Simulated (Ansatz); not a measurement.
```yaml
crystal:
  periodic: [false, false, false]
  atoms:
    - {symbol: Mn, position_ang: [0.000000, 0.000000, 0.000000]}
    - {symbol: F, position_ang: [0.000000, 0.000000, 1.960000]}
basis:
  gaussian: {orbitals: def2-TZVP}
total_charge: 1
magnetization: {spin_polarized: true, initial_magnetization: 1}
hamiltonian: {xc: pbe0}
relax: {f_tol: 0.004, max_steps: 80}
```

```sh
$ ansatz run in.yaml --threads 1 --pin off --events-out ev --progress --plain --max-ram 2176MiB
```

Steps of the relaxation (energy above the last step; positions in Å, forces in eV/Å):

```
2
step 1, 681.7 meV
Mn    0.000    0.000    0.000    0.000    0.000    4.171
F     0.000    0.000    1.960    0.000    0.000   -4.171
```

```
2
step 2, 98.5 meV
Mn    0.000    0.000    0.087    0.000    0.000    2.134
F     0.000    0.000    1.873    0.000    0.000   -2.134
```

```
2
step 3, 11.8 meV
Mn    0.000    0.000    0.116    0.000    0.000    0.816
F     0.000    0.000    1.844    0.000    0.000   -0.816
```

```
2
step 6, 0.0 meV
Mn    0.000    0.000    0.130    0.000    0.000    0.000
F     0.000    0.000    1.830    0.000    0.000    0.000
```

Close pairs at the end: Mn1–F2 1.700 Å.

A stationary point of unrestricted PBE0 after 6 steps, with ⟨S²⟩ = 2.638 against 0.75 for a pure state. 60 s on 1 thread of Intel Xeon 6975P-C, shared host.
